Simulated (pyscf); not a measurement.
## Addition: HC≡CH + NH₂• -> •HC=CH–NH₂

Gas phase, doublet surface, charge 0. Bonds broken: none. Bonds formed: C1–N5. Single points on ωB97X-D3(BJ)/def2-SVP structures (PySCF, gas phase). Correlated levels are frozen-core, on RHF or UHF. ΔMP2 is the change of the MP2 total energy from the triple- to the quadruple-zeta basis.

Transition state (Å):

```xyz
7

C      0.7094    -0.8758     0.2687
C      0.4522    -0.0744    -0.6252
H      0.9919    -1.8106     0.7283
H      0.2072     0.7045    -1.3273
N      0.4869     0.0909     2.1084
H      1.0801     0.9096     1.9070
H     -0.4616     0.4644     1.9547
```

One imaginary mode, 522i cm⁻¹; descent along it reached the two sides named, in the forms told below.

```tsv
bond	change	reactant side (Å)	saddle	product side
C1–N5	forms	3.3	2.090	1.402
```

Electronic energies relative to the separated reactants (eV):

```
level                             barrier  reaction energy  reverse barrier
--------------------------------  -------  ---------------  ---------------
ωB97X-D3(BJ)/def2-TZVP               0.14            -1.45             1.59
PBE/def2-TZVP                       -0.14            -1.63             1.49
r²SCAN/def2-TZVP                    -0.03            -1.58             1.55
B3LYP-D3(BJ)/def2-TZVP               0.04            -1.41             1.45
PBE0-D3(BJ)/def2-TZVP                0.01            -1.67             1.68
M06-2X/def2-TZVP                     0.19            -1.43             1.62
ωB97M-D3(BJ)/def2-TZVP               0.16            -1.35             1.51
HF/def2-TZVP                         0.63            -1.03             1.66
MP2/def2-QZVPP                       0.66            -1.06             1.72
CCSD/def2-TZVPP                      0.32            -1.18             1.50
CCSD(T)/def2-TZVPP                   0.24            -1.20             1.44
CCSD(T)/def2-TZVPP + ΔMP2(QZVPP)     0.24            -1.22             1.46
```

With CCSD(T)/def2-TZVPP + ΔMP2(QZVPP) energies and thermal terms (ideal gas, 1 atm, RRHO with modes under 100 cm⁻¹ raised to 100, one conformer, R ln 2 for chiral ones without a mode under 150 cm⁻¹), in eV:

```
T (K)   ΔH‡   ΔG‡     ΔH     ΔG
-----  ----  ----  -----  -----
298    0.28  0.64  -1.05  -0.66
600    0.28  1.00  -1.06  -0.27
900    0.29  1.35  -1.05  +0.13
1200   0.30  1.71  -1.03  +0.52
```

On the product side the descent ends in a point that may be a rotor saddle (no frequency run), 0.06 eV over the lowest minimum found and 1.54 eV under the saddle at ωB97X-D3(BJ)/def2-TZVP. At PBE, r²SCAN the saddle lies under the separated reactants, which points to a path from their complex (located at ωB97X-D3(BJ) alone). One saddle was located; it need not be the lowest between these sides. The CCSD(T) − MP2 part came from Ansatz, without density fitting, on the same reference. A UHF reference is spin-contaminated (<S²> up to 1.01), which harms MP2 most.
